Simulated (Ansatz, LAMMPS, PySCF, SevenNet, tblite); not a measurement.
## Zinc-blende ZnS, cohesive energy

Reference value: 3.21 eV/atom (measured, zero-point energy (9/8 kB θD) added and atomic spin-orbit splittings removed, spin-orbit-averaged atoms; as tabulated in Albrecht et al. (1997), arXiv:cond-mat/9706128).

Question: What do Stillinger–Weber CdTeZnSeHgS0.sw, IPEA1-xTB, SevenNet-l3i5, PBE, r²SCAN+rVV10, r²SCANh, Hartree–Fock give, and how far is each from the reference?

Answer: 
```tsv
level (code)	value (eV/atom)	cell (Å³/atom)	error (eV/atom)
Stillinger–Weber CdTeZnSeHgS0.sw (LAMMPS)	3.08	19.75	-0.13
IPEA1-xTB (tblite)	4.45	19.47	+1.24
SevenNet-l3i5	2.97	20.24	-0.24
PBE (PySCF)	2.83 ± 0.04	20.39	-0.38
r²SCAN+rVV10 (Ansatz)	3.35	19.34	+0.14
r²SCANh (Ansatz)	3.17	19.58	-0.04
Hartree–Fock (PySCF)	2.18 ± 0.09	21.50	-1.03
```

Leaving aside Stillinger–Weber CdTeZnSeHgS0.sw (doubt noted below), IPEA1-xTB (doubt noted below), SevenNet-l3i5 (doubt noted below): Of the ranked levels r²SCANh (-0.04 eV/atom) comes nearest. Farthest off among them: Hartree–Fock (-1.03 eV/atom). Of the ranked levels only r²SCANh lands within 0.1 eV/atom.

Free atoms are spin-polarised, in the lowest state found; at levels without +SOC their spin–orbit coupling is left out.  A ± on a computed value is a rough bar: the spread of its extrapolation, a floor set from checks against published values, or a statistical error. Stillinger–Weber CdTeZnSeHgS0.sw: the potential file covers more elements than this solid holds. IPEA1-xTB: the free atoms are run in the same model without spin. IPEA1-xTB: this parameter set was refitted to ionisation energies, not structures. IPEA1-xTB: the run uses a supercell at the zone centre in place of a k mesh. SevenNet-l3i5: free atoms can lie outside what these potentials were trained on. Each level is taken at its own relaxed cell. Cutoffs and k meshes differ between the levels. Ansatz's density-functional and Hartree–Fock values are scalar-relativistic unless marked +SOC, with PAW data made under PBE.

Empirical potentials (Stillinger–Weber CdTeZnSeHgS0.sw) are fitted to chosen data: where that held the value shown, agreement is built in, and what lay outside the fit can be far off. Machine-learned potentials (SevenNet-l3i5) are trained on DFT data: a solid inside that data is no test of them.

Differences are worked out from the printed values.

Ansatz is a program for electronic structure.
